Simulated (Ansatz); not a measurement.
Sb₂Se₃ (Pnma, No. 62), treated with LDA in Ansatz (plane waves, PAW).

Settings: plane-wave cutoff 500 eV, 4×10×4 k mesh (along the axes of the cell as run), gaussian smearing 0.02 eV, scalar-relativistic PAW data made under PBE.

Cell (relaxed at this level):

```cif
data_Sb8Se12
_chemical_formula_sum 'Sb8 Se12'
_space_group_name_H-M_alt 'P 1'
_space_group_IT_number 1
_cell_length_a 11.53821
_cell_length_b 3.95537
_cell_length_c 11.21859
_cell_angle_alpha 90.000
_cell_angle_beta 90.000
_cell_angle_gamma 90.000
loop_
_space_group_symop_operation_xyz
  'x, y, z'
loop_
_atom_site_label
_atom_site_type_symbol
_atom_site_fract_x
_atom_site_fract_y
_atom_site_fract_z
_atom_site_occupancy
Sb1 Sb 0.15254 0.75000 0.03824 1
Sb2 Sb 0.84746 0.25000 0.96176 1
Sb3 Sb 0.34746 0.25000 0.53824 1
Sb4 Sb 0.65254 0.75000 0.46176 1
Sb5 Sb 0.01970 0.25000 0.32863 1
Sb6 Sb 0.98030 0.75000 0.67137 1
Sb7 Sb 0.48030 0.75000 0.82863 1
Sb8 Sb 0.51970 0.25000 0.17137 1
Se1 Se 0.94494 0.75000 0.13274 1
Se2 Se 0.05506 0.25000 0.86726 1
Se3 Se 0.55506 0.25000 0.63274 1
Se4 Se 0.44494 0.75000 0.36726 1
Se5 Se 0.21660 0.25000 0.19757 1
Se6 Se 0.78340 0.75000 0.80243 1
Se7 Se 0.28340 0.75000 0.69757 1
Se8 Se 0.71660 0.25000 0.30243 1
Se9 Se 0.62943 0.75000 0.05334 1
Se10 Se 0.37057 0.25000 0.94666 1
Se11 Se 0.87057 0.25000 0.55334 1
Se12 Se 0.12943 0.75000 0.44666 1
```

### Question
Predict the band gap.

### Answer

band gap: 0.76 eV (on the SCF k mesh)

Note: the relaxation could not lower the start's symmetry, so the cell can be a saddle point above a distorted one; the volume lies 6 % below that of the published cell.

Spin–orbit coupling is not included; with these elements it can move the gap by several tenths of an eV or more.

Computed values are for the static lattice.

Ansatz is a program for electronic structure.
